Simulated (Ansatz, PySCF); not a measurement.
This Ansatz (an electronic-structure program) input computes a B3LYP/def2-TZVPD energy:

Ansatz 0.2 input:
```yaml
crystal:
  periodic: [false, false, false]
  atoms:
    - {symbol: P, position_ang: [0.00516854, -0.00153424, 0.11648047]}
    - {symbol: H, position_ang: [-0.05009241, 1.03292111, -0.85964720]}
    - {symbol: H, position_ang: [-0.02743573, -1.00990756, -0.88755990]}
basis:
  gaussian:
    orbitals: def2-TZVPD
hamiltonian:
  xc: {name: B3LYP}
magnetization: {spin_polarized: true, initial_magnetization: 1}
output: {forces: true}
```

**Question.** Write an input for the same energy in PySCF and say what it gives.

**Answer.** 
```python
from pyscf import gto, scf, dft

mol = gto.M(
    atom='''
    P     0.00516854   -0.00153424    0.11648047
    H    -0.05009241    1.03292111   -0.85964720
    H    -0.02743573   -1.00990756   -0.88755990
    ''',
    basis='def2-tzvpd',
    charge=0,
    spin=1,
    verbose=4,
)

mf = dft.UKS(mol, xc='b3lyp').density_fit(auxbasis='def2-universal-jkfit')
mf.grids.level = 3
mf.conv_tol = 1e-9
mf.max_cycle = 100
mf.max_memory = 1500
mf.kernel()
if not mf.converged:
    mf = mf.newton()
    mf.kernel(mf.make_rdm1())
for _ in range(2):
    mo, _, stable, _ = mf.stability(return_status=True)
    if stable:
        break
    mf.kernel(mf.make_rdm1(mo, mf.mo_occ))
mf.analyze()
```
It gives -342.53768 Eh, and Ansatz -342.53765 Eh, a difference of 0.03 mEh, from the treatment of integrals and grids.
